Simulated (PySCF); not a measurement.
Published values to compare with (the computed states carry no symmetry labels, so the two lists aren't matched line by line):

```json
{"state": "3A1(π→π*)", "E (eV)": "4.07", "f": "", "kind of transition": "vertical absorption", "source": "[1]"}
{"state": "1B2(π→π*)", "E (eV)": "4.59", "f": "", "kind of transition": "0-0 transition", "source": "[2]"}
{"state": "1B2(π→π*)", "E (eV)": "4.71", "f": "", "kind of transition": "absorption maximum", "source": "[2]"}
{"state": "3B2(π→π*)", "E (eV)": "4.72", "f": "", "kind of transition": "vertical absorption", "source": "[1]"}
{"state": "3A1(π→π*)", "E (eV)": "4.77", "f": "", "kind of transition": "vertical absorption", "source": "[1]"}
{"state": "1B2(π→π*)", "E (eV)": "4.93", "f": "0.001", "kind of transition": "vertical absorption", "source": "[1]"}
{"state": "3B2(π→π*)", "E (eV)": "5.72", "f": "", "kind of transition": "vertical absorption", "source": "[1]"}
{"state": "1A1(π→π*)", "E (eV)": "5.95", "f": "", "kind of transition": "absorption maximum", "source": "[2]"}
{"state": "1A1(π→π*)", "E (eV)": "6.20", "f": "0.081", "kind of transition": "vertical absorption", "source": "[1]"}
{"state": "1B1(Ryd)", "E (eV)": "6.32", "f": "0.081", "kind of transition": "vertical absorption", "source": "[1]"}
{"state": "1B1(mixed)", "E (eV)": "6.72", "f": "0.004", "kind of transition": "vertical absorption", "source": "[1]"}
{"state": "1B2(π→π*)", "E (eV)": "6.72", "f": "", "kind of transition": "absorption maximum", "source": "[2]"}
{"state": "1A2(Ryd)", "E (eV)": "6.77", "f": "", "kind of transition": "vertical absorption", "source": "[1]"}
{"state": "1A1(π→π*)", "E (eV)": "6.88", "f": "", "kind of transition": "absorption maximum", "source": "[2]"}
{"state": "1B2(π→π*)", "E (eV)": "6.90", "f": "0.637", "kind of transition": "vertical absorption", "source": "[1]"}
{"state": "1A1(π→π*)", "E (eV)": "7.01", "f": "0.637", "kind of transition": "vertical absorption", "source": "[1]"}
{"state": "1A2(Ryd)", "E (eV)": "7.02", "f": "", "kind of transition": "vertical absorption", "source": "[1]"}
```

[1] computed, theoretical best estimate (aug-cc-pVTZ), gas; Loos, Jacquemin, substituted benzenes, arXiv:2401.13809 (2024)
[2] measured, gas; Loos, Jacquemin, substituted benzenes, arXiv:2401.13809 (2024)

Species: C6H5Cl.
InChI=1S/C6H5Cl/c7-6-4-2-1-3-5-6/h1-5H

Computed with PySCF 2.14.0, density-fitted response routines, TDDFT PBE0/def2-SVPD, vertical, gas phase, core orbitals frozen in the response. Isolated species at its GFN2-xTB geometry, gas phase.

Computed singlets: 5.34 eV (f 0.004); 5.97 eV (f 0.095); 6.46 eV (f 0.000); 6.83 eV (f 0.318); 6.93 eV (f 0.586); 7.04 eV (f 0.000); 7.08 eV (f 0.000); 7.17 eV (f 0.010). Computed triplets (Tamm–Dancoff): 4.05, 4.63, 4.75 eV.

How does the lowest computed singlet compare with the best estimate listed for the lowest singlet (vertical absorption)?

5.34 eV against 4.93 eV for 1B2(π→π*) [1]: a difference of +0.42 eV. Geometry and basis of the two calculations needn't be the same.

How does the lowest computed triplet compare with the best estimate listed for the lowest triplet (vertical absorption)?

4.05 eV against 4.07 eV for 3A1(π→π*) [1]: a difference of -0.03 eV. Geometry and basis of the two calculations needn't be the same.

Adiabatic (Te) and 0-0 energies refer to the relaxed excited state and aren't the vertical quantity computed here.

A measured band maximum holds vibronic effects and, in solution, solvent shifts, so it needn't equal the vertical energy.
